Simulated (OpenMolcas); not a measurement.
# BClO (boron chloride oxide): an attempt with OpenMolcas

Wanted: a single-point energy of BClO (boron chloride oxide).

The calculation is run with OpenMolcas 26.06.

## (1) The system as given

The species is BClO (3 atoms), typed as a singlet with charge 0. SMILES: `O=BCl`. The shape comes from GFN2-xTB, which is rough for such elements, and wasn't checked as a minimum.

Bond lengths: O1–B2 1.193 Å, B2–Cl3 1.639 Å. Angles: O1–B2–Cl3 179.9°.

## (2) The job

Input file input.xyz:

```xyz
2

O      1.019560     0.606200     0.626990
B      0.113080     0.066620     0.069470
Cl    -1.132640    -0.672810    -0.696460
```

Input file mol.input:

```
&GATEWAY
 BasLib = $CurrDir
 Coord = input.xyz
 Basis = pcseg-0
 Group = NoSym
 RICD

&SEWARD

&SCF
 PrOrbitals = 1 1

&CHCC
 Frozen = 7

&CHT3
 Frozen = 7
```

The basis set pcseg-0 is read from a file made from the Basis Set Exchange's data (not shown).

The run is started by

```console
export MOLCAS_MEM=1860
pymolcas mol.input > mol.log
```

Standard output:

```text
--- Start Module: gateway ---

                                              &GATEWAY

                       available to each process: 1.9 GB of memory, 1 thread

 Basis Set     1 Label: O.PCSEG-0
 Basis set is read from library:.
 basistype.tbl is not found

 Basis Set     2 Label: B.PCSEG-0
 Basis set is read from library:.
 basistype.tbl is not found

++    Symmetry information:
      ---------------------

                    Character Table for C1

                             E
                    a        1  x, y, xy, Rz, z, xz, Ry, yz, Rx, I
--

++    Basis set information:
      ----------------------

      Basis set label: O.PCSEG-0.........

      Electronic valence basis set:
      ------------------
      Associated Effective Charge   8.000000 au
      Associated Actual Charge      8.000000 au
      Nuclear Model: Point charge

      Shell  nPrim  nBasis  Cartesian Spherical Contaminant
         s       6       3        X
         p       3       2        X

      Basis set label: B.PCSEG-0.........

      Electronic valence basis set:
      ------------------
      Associated Effective Charge   5.000000 au
      Associated Actual Charge      5.000000 au
      Nuclear Model: Point charge

      Shell  nPrim  nBasis  Cartesian Spherical Contaminant
         s       6       3        X
         p       3       2        X
--

++    Molecular structure info:
      -------------------------

                    ************************************************
                    **** Cartesian Coordinates / bohr, angstrom ****
                    ************************************************

     Center  Label                x              y              z                     x              y              z
        1      O1               1.926689       1.145552       1.184839              1.019560       0.606200       0.626990
        2      B2               0.213690       0.125894       0.131279              0.113080       0.066620       0.069470
--

            Nuclear Potential Energy             17.74004681 au

--- Stop Module: gateway /rc=_RC_ALL_IS_WELL_ ---

--- Start Module: seward ---

                                              &SEWARD

                       available to each process: 1.9 GB of memory, 1 thread

               SEWARD will generate:
                  Multipole Moment integrals up to order  2
                  Kinetic Energy integrals
                  Nuclear Attraction integrals (point charge)
                  One-Electron Hamiltonian integrals
                  Velocity integrals
                  Orbital angular momentum around (  1.2283   0.7298   0.7553 )
                  Velocity quadrupole around (  1.2283   0.7298   0.7553 )
                  RI decomposed two-electron repulsion integrals stored Cholesky style
                   - acCD auxiliary basis
                   - CD Threshold:   1.00E-04

                   Integrals are discarded if absolute value <: 1.00E-14
                   Integral cutoff threshold is set to       <: 1.00E-16

            Nuclear Potential Energy             17.74004681 au

      Basis set specifications :
      Symmetry species         a
      Basis functions           18

--- Stop Module: seward /rc=_RC_ALL_IS_WELL_ ---

--- Start Module: scf ---

                                                &SCF

                       available to each process: 1.9 GB of memory, 1 thread

++    Input section:
      --------------

      Header of the integral files:

      Cartesian coordinates in angstrom:
      -----------------------------------------------------
      No.  Label        X            Y            Z
      -----------------------------------------------------
       1   O1         1.01956000   0.60620000   0.62699000
       2   B2         0.11308000   0.06662000   0.06947000
      -----------------------------------------------------
      Nuclear repulsion energy =   17.74004681
--

++    Orbital specifications:
      -----------------------

      Symmetry species               1
                                     a
      Frozen orbitals                0
 WrInp: Error in definition of molecular charge!
 Current implementation only allows double occupations.
 Tot_Charge    :   0.0000000000000000
 Tot_El_Charge :  -13.000000000000000
 Tot_Nuc_Charge:   13.000000000000000

--- Stop Module: scf /rc=-6 ---

.########################.
.# Non-zero return code #.
.########################.

    Timing: Wall=0.94 User=0.76 System=0.17
```

It took 1.2 s on 1 thread of Arm Neoverse V1, shared host; peak memory 0.2 GiB.

## (3) Diagnosis

The program stopped with an error.

The telling line is `WrInp: Error in definition of molecular charge`. Cause: an atom count or index doesn't match the structure.
